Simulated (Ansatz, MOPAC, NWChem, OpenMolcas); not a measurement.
**SF4 (sulfur tetrafluoride): methods side by side**

SF4 has 5 atoms, charge 0, and is taken as a singlet. SMILES: `FS(F)(F)F`. Geometry: relaxed at PBE0-D4/def2-TZVP.

```
atom    x (Å)    y (Å)    z (Å)
   F  -0.5612  -0.2280   1.1728
   S   0.0640  -0.3574  -0.2430
   F   1.5367  -0.4620   0.4914
   F  -1.4401  -0.0773  -0.8582
   F   0.4006   1.1246  -0.5631
```

Each level gives the atomisation enthalpy at 298 K (kJ/mol). The values are calculated. The thermal term (zero-point and 298 K enthalpy, harmonic and unscaled) is that of PBE0-D4/def2-TZVP; the spin-orbit lowering of the free atoms at 298 K, 7.0 kJ/mol by their spectra, is taken off. NDDO methods give heats of formation directly, which measured atomic heats turn into atomisation enthalpies; they were fitted to such heats, often of this very molecule.

**What was measured.** NIST-JANAF tables; in doubt: the best levels miss it by far, so the table may be at fault gives the atomisation enthalpy at 298 K of the gas as 1358 kJ/mol.

```json
{"level": "PM6-D3H4", "kind": "semi-empirical", "program": "MOPAC", "value (kJ/mol)": "1365", "computed − measured": "+7", "CPU time": "under 2 s"}
{"level": "HF/6-311+G**", "kind": "Hartree–Fock", "program": "OpenMolcas", "value (kJ/mol)": "409", "computed − measured": "-949", "CPU time": "22 s"}
{"level": "BLYP/6-311+G**", "kind": "GGA", "program": "Ansatz", "value (kJ/mol)": "1205", "computed − measured": "-153", "CPU time": "12 s"}
{"level": "r2SCAN/6-311+G**", "kind": "meta-GGA", "program": "OpenMolcas", "value (kJ/mol)": "1213", "computed − measured": "-145", "CPU time": "62 s"}
{"level": "BHLYP/6-311+G**", "kind": "global hybrid", "program": "NWChem", "value (kJ/mol)": "963", "computed − measured": "-395", "CPU time": "17 s"}
{"level": "PBE0/6-311+G**", "kind": "global hybrid", "program": "NWChem", "value (kJ/mol)": "1152", "computed − measured": "-206", "CPU time": "16 s"}
{"level": "HSE06/6-311+G**", "kind": "range-separated hybrid", "program": "Ansatz", "value (kJ/mol)": "1155", "computed − measured": "-203", "CPU time": "12 s"}
{"level": "B2PLYP/6-311+G**", "kind": "double hybrid", "program": "NWChem", "value (kJ/mol)": "1108", "computed − measured": "-250", "CPU time": "18 s"}
{"level": "RPA@PBE/6-311+G**", "kind": "RPA", "program": "Ansatz", "value (kJ/mol)": "877", "computed − measured": "-481", "CPU time": "20 s"}
{"level": "CCSD(T)/6-311+G**", "kind": "coupled cluster or CI", "program": "Ansatz", "value (kJ/mol)": "1024", "computed − measured": "-334", "CPU time": "1.8 min"}
```

Nearest: PM6-D3H4 (+7 kJ/mol); farthest: HF/6-311+G** (-949 kJ/mol). Computed less measured by kind, in kJ/mol (6-311+G** rows): semi-empirical +7; Hartree–Fock -949; GGA -153; meta-GGA -145; global hybrid -395 to -206; range-separated hybrid -203; double hybrid -250; RPA -481; coupled cluster or CI -334. In a finite basis correlated wave-function methods underbind, so their errors here aren't those of the basis-set limit. Times are those of the runs behind each value, whatever else they computed, on shared processors of several kinds: orders of magnitude only.
